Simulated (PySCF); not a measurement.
## SbH₂⁻, singlet: reading a ladder of total energies

Geometry: a PBE0/def2-TZVPD stationary point for this spin, not checked as a minimum.

```xyz
3

Sb    0.0000   -0.0198    0.0000
H     0.0000    1.1955    1.2291
H     0.0000    1.1955   -1.2291
```

Basis def2-SVPD with its core potentials; PySCF 2.14.0. Only valence electrons are correlated (noble-gas cores and the filled d shells of p-block atoms frozen), which leaves 8 electrons in 39 orbitals. Prefix R: restricted or restricted open-shell reference. No spin–orbit coupling is included; scalar relativity enters through the core potentials alone.

Full CI isn't at hand for all of this; RCCSDT(Q) serves as the reference, and is uncertain by the last step of the cluster series or more.

RCCSD has a T1 diagnostic of 0.014 and a largest doubles amplitude of 0.06.

```tsv
level	total energy (hartree)
RHF	-240.397766
RMP2	-240.513407
RCCSD	-240.537559
RCCSD(T)	-240.541726
RCCSDT	-240.542423
RCCSDT(Q)	-240.542659
```

**Question.** What is the correlation energy at RCCSDT(Q), and what share of it do RMP2 and RCCSD(T) recover?

**Answer.** E(corr) = -240.542659 − (-240.397766) = -0.144893 hartree = -3.943 eV. RMP2: -0.115641 / -0.144893 = 79.81 %. RCCSD(T): -0.143960 / -0.144893 = 99.36 %.

**Question.** By how many kcal/mol does RCCSD(T) miss RCCSDT(Q) (1 hartree = 627.509 kcal/mol), and which steps make up the rest?

**Answer.** -240.541726 − (-240.542659) = 0.000933 hartree = 0.59 kcal/mol. Steps: RCCSDT − RCCSD(T) = -0.44, RCCSDT(Q) − RCCSDT = -0.15 kcal/mol. That is within 1 kcal/mol of the reference in this basis, which itself misses far more of the correlation at the basis-set limit.
